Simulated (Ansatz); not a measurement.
## Ansatz (development build ahead of 0.2.0) run

```yaml
crystal:
  periodic: [false, false, false]
  atoms:
    - { symbol: H, position_ang: [-2.42292, -0.10756, -0.17399] }
    - { symbol: "N", position_ang: [-1.48513, -0.48905, -0.11389] }
    - { symbol: C, position_ang: [-0.52268, 0.60284, 0.04818] }
    - { symbol: C, position_ang: [0.85403, 0.09831, -0.0078] }
    - { symbol: "N", position_ang: [1.93691, -0.29425, -0.0227] }
    - { symbol: H, position_ang: [-1.45839, -1.10668, 0.6908] }
    - { symbol: H, position_ang: [-0.64928, 1.3054, -0.78074] }
    - { symbol: H, position_ang: [-0.62, 1.18511, 0.97768] }
basis:
  gaussian: { orbitals: cc-pVTZ }
hamiltonian:
  xc: hf
correlation:
  method: mp2
  frozen_orbitals: { C: 1, H: 0, "N": 1 }
```

The input is written out in the form of the current development build from the run's settings.

Output:

```
Converged                       : yes
Reference energy                : -187.01202 hartree
Correlation energy              : -0.72280 hartree
Total energy                    : -187.73482 hartree
Spin squared of the determinant : 0.000
Stability test                  : minimum among restricted orbitals
```
